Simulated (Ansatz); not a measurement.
# Relative stability

Two relaxed structures of LiAlHCl, closed shell (PBE0-D4/def2-TZVP; forces vanish, vibrations not checked).

A:

Li1  (-2.493, 0.000, 0.265)
Al2  (0.091, 0.189, -0.125)
Cl3  (1.297, -1.398, 0.713)
H4  (1.105, 1.209, -0.854)
(Å)

B:

Li1  (1.316, 0.177, -0.248)
Al2  (-1.468, 0.076, 0.110)
Cl3  (0.318, -1.401, 0.819)
H4  (-0.103, 1.033, -0.618)
(Å)

Ansatz 0.2.0; basis: def2-TZVPP; cores frozen in the correlated methods. The outer core shell of Li, Na, Mg and K is correlated. B3LYP uses VWN-RPA correlation.

Task: Which structure is lower at CCSD(T), and by how much? (To be estimated.)

Result: By the calculation: B, by 54.5 kJ/mol (electronic energy, against the other). By their contacts, A is LiAlHCl ([Li][AlH][Cl]) and B is LiAlHCl ([H]1[Li][Cl][Al]1).

All methods give the same order:

```json
{"method": "PBE-D4", "E(B) − E(A) (kJ/mol)": "-62.3"}
{"method": "r2SCAN-D4", "E(B) − E(A) (kJ/mol)": "-51.7"}
{"method": "PBE0-D4", "E(B) − E(A) (kJ/mol)": "-56.4"}
{"method": "B3LYP-D4", "E(B) − E(A) (kJ/mol)": "-66.3"}
{"method": "wB97M-V", "E(B) − E(A) (kJ/mol)": "-68.3"}
{"method": "HF", "E(B) − E(A) (kJ/mol)": "-40.7"}
{"method": "MP2", "E(B) − E(A) (kJ/mol)": "-52.0"}
{"method": "CCSD", "E(B) − E(A) (kJ/mol)": "-53.8"}
{"method": "CCSD(T)", "E(B) − E(A) (kJ/mol)": "-54.5"}
```

T1 diagnostic: at most 0.010. The restricted Hartree–Fock reference is unstable towards an unrestricted one at one or more of these structures.

Labels in which every atom is bracketed show which atoms are joined, not bond orders.

For scale, one of the runs: CCSD(T)/def2-TZVPP, 117 basis functions, launched by `ansatz run in.yaml --threads 2 --pin off --events-out ev --progress --plain --max-ram 4352MiB`. The run took about 1.7 s on 2 CPU threads of an Arm Neoverse V2 (shared host).
